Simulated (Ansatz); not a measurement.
The reference is GaP in the zinc blende structure (space group F-43m, No. 216).

```yaml
crystal:
  lattice:
    - [0.00000, 2.72569, 2.72569]
    - [2.72569, 0.00000, 2.72569]
    - [2.72569, 2.72569, 0.00000]
  atoms:
    - { symbol: P, position: [0.75000, 0.75000, 0.75000] }
    - { symbol: Ga, position: [0.00000, 0.00000, 0.00000] }
```

Method: plane-wave PAW DFT at the r2SCAN level (Ansatz, a quantum-chemistry and plane-wave program, 500 eV), spin-orbit coupling left out.

Modification: every Ga is replaced by In; the structure is relaxed again.

Measured band gap: GaP 2.43 eV (static lattice; corrected from measurement; as listed in Wei Chen et al., Physical Review Materials (2018)); InP 1.47 eV (static lattice; corrected from measurement; as listed in Wei Chen et al., Physical Review Materials (2018)).

Measured lattice parameter a: GaP 5.439 Å (static lattice; corrected from measurement; as listed in Daniel Mejia-Rodriguez, S. B. Trickey, Phys. Rev. B (2018)); InP 5.858 Å (static lattice; corrected from measurement; as listed in Daniel Mejia-Rodriguez, S. B. Trickey, Phys. Rev. B (2018)).

Q: How well does r2SCAN reproduce the measured shift?

A: With r2SCAN the band gap moves by -0.82 eV (1.85 → 1.03) against -0.96 eV measured; the lattice parameter a moves by +0.455 Å (5.451 → 5.907) against +0.419 Å measured.

Gaps are read on the SCF mesh and a high-symmetry path. Whether these cells are dynamically stable was not tested.
